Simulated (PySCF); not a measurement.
Gas-phase reaction: SiF₂ + HF + Si₂H₅ → 3 SiH₂F

Computed with PySCF and rigid-rotor harmonic-oscillator thermochemistry at 1 bar. † marks an energy on the PBE0/def2-TZVP geometry and frequencies. MP2 and CCSD(T) freeze the core. Open shells (unrestricted): Si₂H₅ (multiplicity 2), SiH₂F (multiplicity 2); the rest are closed-shell singlets. Si₂H₅, SiH₂F: computed as isolated molecules; such fragments, hydroxides, amides, oligomers or adducts are transient or little studied in the gas. MP2 isn't extrapolated to the basis-set limit. CCSD(T) isn't extrapolated to the basis-set limit.

CCSD(T)/def2-TZVPP† gives ΔH°(298 K) = 130 kJ.

**Question.** What do ωB97X-V/def2-TZVP†, PBE/def2-TZVP†, MP2/def2-TZVPP† give?

**Answer.** ωB97X-V/def2-TZVP†: 117 kJ; PBE/def2-TZVP†: 119 kJ; MP2/def2-TZVPP†: 111 kJ. For scale, ΔH°(298 K) is 130 kJ at this level, 138 kJ at ωB97M-V/def2-TZVP†, and runs from -14 to 145 kJ over the 20 levels computed.
